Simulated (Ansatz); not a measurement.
**SiH₂: how energies converge with the basis set**

How large a basis does SiH₂ need? Two functionals and correlated methods are run in growing sets.

Method: one geometry, several basis sets; program: Ansatz 0.2.0, Gaussian basis.

Plan: PBE0-D4/def2-SVP; ωB97M-V/def2-SVP; PBE0-D4/def2-QZVPP; ωB97M-V/def2-QZVPP; CCSD(T)/cc-pV(D+d)Z; CCSD(T)/cc-pV(T+d)Z; CCSD(T)/cc-pV(Q+d)Z; the functionals' def2-TZVPP values are taken from earlier runs.

## (1) The relaxed structure

All runs share one geometry, relaxed beforehand with PBE0-D4 in a triple-zeta def2 set.

SMILES `[SiH2]`, 3 atoms, charge 0, spin multiplicity 1.

Atoms are counted from 1 here; the program's logs count them from 0.

Bond lengths: Si1–H2 1.525 Å, Si1–H3 1.525 Å. Angles: H2–Si1–H3 91.2°.

Coordinates:

```
Si   -0.4912    0.4686   -0.2136
H     0.8403    0.5786    0.5225
H    -0.3491   -1.0472   -0.3089
```

## (2) PBE0-D4 in def2-SVP

Input file in.yaml:

```yaml
crystal:
  periodic: [false, false, false]
  atoms:
    - {symbol: Si, position_ang: [-0.491202, 0.468571, -0.213612]}
    - {symbol: H, position_ang: [0.840317, 0.578644, 0.522462]}
    - {symbol: H, position_ang: [-0.349116, -1.047214, -0.308851]}
basis:
  gaussian: {orbitals: def2-SVP}
hamiltonian: {xc: pbe0, dispersion: d4}
output: {orbitals: {seedname: orbitals}}
```

Run with:

```console
$ ansatz run in.yaml --threads 2 --pin off --events-out ev --progress --plain --max-ram 32768MiB --backend cpu
```

The runs that follow: ωB97M-V in def2-SVP; PBE0-D4 in def2-QZVPP; ωB97M-V in def2-QZVPP; CCSD(T) in cc-pV(D+d)Z; CCSD(T) in cc-pV(T+d)Z; CCSD(T) in cc-pV(Q+d)Z.

**Question.** What will the summary of the whole plan be? Wanted: MP2 correlation recovered, cc-pV(D+d)Z; MP2 correlation recovered, cc-pV(T+d)Z; MP2 correlation recovered, cc-pV(Q+d)Z; CCSD(T) limit from def2 sets; PBE0-D4: double and triple zeta above quadruple; ωB97M-V: double and triple zeta above quadruple.

As calculated:

| quantity | value |
| --- | --- |
| MP2 correlation recovered, cc-pV(D+d)Z | 72.5 % |
| MP2 correlation recovered, cc-pV(T+d)Z | 89.5 % |
| MP2 correlation recovered, cc-pV(Q+d)Z | 95.6 % |
| CCSD(T) limit from def2 sets (earlier runs) less the limit of this series | -31 meV |
| PBE0-D4: double and triple zeta above quadruple | 3.02, 0.26 eV |
| ωB97M-V: double and triple zeta above quadruple | 3.05, 0.25 eV |

**Reading.** PBE0-D4 gains 2.76 eV from double to triple zeta, then 0.26 eV more. In cc-pV(D+d)Z MP2 holds 73 % of its limit, in cc-pV(Q+d)Z 96 %, while Hartree-Fock is within 0.023 eV in the largest set. A limit from the def2 sets, made apart, differs by 31 meV, a least measure of the doubt on such a limit. Total energies overstate the basis error of differences, where much of it tends to cancel.
